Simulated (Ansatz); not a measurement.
Molecule: propane, C₃H₈ (charge 0, singlet). SMILES: CCC
Geometry: optimised at B3LYP-D3(BJ)/def2-TZVP (Ansatz, an electronic-structure program).

Computed values are from Ansatz. Correlated levels leave the core frozen unless marked. UHF or UKS for open shells. Spin-orbit coupling is left out. No relativistic terms. CBS(X,Y): correlation extrapolated as X^-3; Hartree-Fock from the larger set. [CCSD(T)-MP2]/basis is that difference in the basis named.

The atomisation energy De is 4213.2 kJ/mol at RI-MP2/CBS(cc-pVTZ,cc-pVQZ)+[CCSD(T)-MP2]/cc-pVTZ and the total energy comes out as -118.9783 Eh at RI-MP2/CBS(cc-pVTZ,cc-pVQZ)+[CCSD(T)-MP2]/cc-pVTZ. The dipole moment is 0.09 D at CCSD(T)/aug-cc-pVDZ, the T1 diagnostic comes out as 0.008 at CCSD/cc-pVTZ and the measured enthalpy of formation, 298 K is -104.4 kJ/mol (Active Thermochemical Tables 1.112 (ions: stationary electron), as tabulated in the package chemicals). The measured dipole moment is 0.08 D (NIST CCCBDB, as tabulated in the package chemicals; older table, unchecked).
